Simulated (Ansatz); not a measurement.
# AlAs2Ga: the cost of one run

Program: Ansatz 0.2.0, Gaussian basis. Level of theory: RKS PBE0-D4/def2-TZVP. These are calculated values, not measurements.

Plan: a single point at PBE0-D4/def2-TZVP; harmonic vibrations at r2SCAN-D4/def2-SVP.

2 further runs of the same task are left out: 2 set aside as unsound or not needed.

## (1) The structure

The geometry is that of the singlet, from an earlier relaxation (r2SCAN-D4/def2-SVP). At that level it is the lowest of the isomers that a small search found.

4 atoms, charge 0, spin multiplicity 1.

Atoms are counted from 1 here; the program's logs count them from 0.

Bond lengths: Al1–As3 2.621 Å, Al1–As4 2.621 Å, Ga2–As3 2.658 Å, Ga2–As4 2.657 Å, As3–As4 2.290 Å. Angles: As3–Al1–As4 51.8°, As3–Ga2–As4 51.0°, Al1–As3–Ga2 128.6°, Al1–As3–As4 64.1°, Ga2–As3–As4 64.5°, Al1–As4–Ga2 128.6°, Al1–As4–As3 64.1°, Ga2–As4–As3 64.5°.

Bonds by kind at the end (by distance):

| bond | count | shortest (Å) | longest (Å) |
| --- | --- | --- | --- |
| As–Ga | 2 | 2.657 | 2.658 |
| Al–As | 2 | 2.621 | 2.621 |
| As–As | 1 | 2.290 | 2.290 |

## (2) Single point, PBE0-D4/def2-TZVP

start.molden holds the orbitals of an earlier run on this state, given as this run's starting guess.

The input, in.yaml:

```yaml
crystal:
  periodic: [false, false, false]
  atoms:
    - {symbol: Al, position_ang: [-2.357493, -0.135575, 0.170327]}
    - {symbol: Ga, position_ang: [2.378511, 0.137173, -0.161363]}
    - {symbol: As, position_ang: [0.055469, -1.143813, -0.001872]}
    - {symbol: As, position_ang: [-0.076487, 1.142225, -0.007091]}
basis:
  gaussian: {orbitals: def2-TZVP, initial_orbitals: start.molden}
hamiltonian: {xc: pbe0, dispersion: d4}
scf: {omitted_lower_state_checks: [starts]}
output: {orbitals: {seedname: orbitals}}
```

On the command line:

```bash
ansatz run in.yaml --threads 4 --pin off --events-out ev --progress --plain --max-ram 4787MiB
```

What time and memory should one allow on 4 threads of Arm Neoverse V2, shared host?

About 6 s, with a peak of 0.72 GiB.
